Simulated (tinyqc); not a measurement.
Worked calculation: UHF in the sto-3g basis, for HF, spin multiplicity 1. This run ends on a higher stationary point, not on the lowest solution. Computed by tinyqc, a small Python program that keeps every step (integrals from PySCF). Settings: charge = 0, multiplicity = 1, basis = sto-3g, energy threshold = 1e-09, iteration cap = 83, orthogonalisation = symmetric, start = Wolfsberg-Helmholz matrix, DIIS depth = 3, DIIS from iteration = 3, method = UHF, break = 0.7. Command: `OMP_NUM_THREADS=1 python tinyqc.py 24266 24267 out.jsonl` (the two numbers bound the seeds that draw the settings). One thread of a shared host (Intel(R) Xeon(R) Processor @ 2.60GHz), about 0.1 s of CPU time with the checks.

Geometry (angstrom):
```
atom         x         y         z
F     0.000000  0.000000  0.000000
H     0.000000  0.000000  1.688000
```

Stop when the energy changes by less than 1e-09 hartree and every element of the error matrix X^T (F D S - S D F) X (for each spin) is below 9e-06.

Course of the cycle:
```
iteration   E (hartree)     change  largest element of the error matrix
1          -97.43757713          -                             4.50e-01
2          -98.11138488  -6.74e-01                             2.21e-01
3          -98.30164754  -1.90e-01                             1.55e-01
4          -98.34645463  -4.48e-02                             9.32e-02
5          -98.36402760  -1.76e-02                             5.24e-02
6          -98.35806008   5.97e-03                             4.38e-02
7          -98.34747137   1.06e-02                             7.25e-03
8          -98.34807937  -6.08e-04                             1.04e-02
9          -98.34764613   4.33e-04                             1.51e-03
10         -98.34764587   2.56e-07                             5.79e-04
11         -98.34764571   1.59e-07                             2.68e-05
12         -98.34764572  -1.46e-09                             1.07e-05
13         -98.34764572   6.74e-11                             9.62e-06
14         -98.34764572  -2.93e-10                             1.16e-05
15         -98.34764572   5.03e-10                             7.04e-06
```

Can the last value be used, and what does the course show?

No, though the log alone does not show it. Converged in 15 iterations. But the solution lies 0.11450 hartree above the reference: it is another stationary point, not the lowest one. Reruns (cap 100 unless said): DIIS 8: converged in 11 to a higher stationary point; damping 0.5: converged in 43; level shift 0.5: converged in 29; atomic densities as start, DIIS 8: converged in 8 to a higher stationary point. PySCF UHF in the same basis, after a stability check = -98.46214489 hartree.
